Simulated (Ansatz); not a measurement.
Ansatz (a first-principles code) input (CCSD(T)/aug-cc-pVDZ):

Ansatz 0.2 input:
```yaml
crystal:
  periodic: [false, false, false]
  atoms:
    - {symbol: C, position_ang: [0.01271391, 0.96429296, 0.09450453]}
    - {symbol: C, position_ang: [0.74968012, -0.36903942, 0.02506042]}
    - {symbol: C, position_ang: [-0.75912986, -0.34917026, 0.02530572]}
    - {symbol: H, position_ang: [0.01871361, 1.43221813, -0.90372881]}
    - {symbol: H, position_ang: [1.21151338, -0.75423325, -0.89420606]}
    - {symbol: H, position_ang: [1.27979107, -0.73318520, 0.91105030]}
    - {symbol: H, position_ang: [-1.29835796, -0.69923418, 0.91146945]}
    - {symbol: H, position_ang: [-1.23124509, -0.72206515, -0.89380892]}
basis:
  gaussian:
    orbitals: aug-cc-pVDZ
total_charge: -1
magnetization: {spin_polarized: false}
correlation: {method: ccsd_t, electrons: outside_noble_gas}
output: {forces: true}
```

End of the output:

```
cycle  14  -13.30634730 eV  change    3.7e-7 eV  update   6.4e-6
cycle  15  -13.30635197 eV  change   -4.7e-6 eV  update   4.0e-6
cycle  16  -13.30635312 eV  change   -1.2e-6 eV  update   2.1e-6
perturbative correction -0.53584079 eV, -0.0196917857 hartree
the calculation of the forces begins
Total energy: -3180.88977068 eV, -116.8955429880 hartree
Atom 0 at     0.012714     0.964293     0.094505 Å, force     0.010822     0.817356     0.362054 eV/Å
Atom 1 at     0.749680    -0.369039     0.025060 Å, force     0.602775    -0.371755     0.087791 eV/Å
Atom 2 at    -0.759130    -0.349170     0.025306 Å, force    -0.612326    -0.355754     0.087988 eV/Å
Atom 3 at     0.018714     1.432218    -0.903729 Å, force     0.002891     0.224604    -0.411258 eV/Å
Atom 4 at     1.211513    -0.754233    -0.894206 Å, force     0.160783    -0.067197    -0.380090 eV/Å
Atom 5 at     1.279791    -0.733185     0.911050 Å, force     0.142629    -0.094052     0.316753 eV/Å
Atom 6 at    -1.298358    -0.699234     0.911469 Å, force    -0.144953    -0.090265     0.316800 eV/Å
Atom 7 at    -1.231245    -0.722065    -0.893809 Å, force    -0.162620    -0.062938    -0.380038 eV/Å
Dipole moment:    -0.010153    -0.766592    -0.357724 e Å
```

It need not be the lowest isomer of its formula. Whether it binds its extra electron was not tested at this geometry.
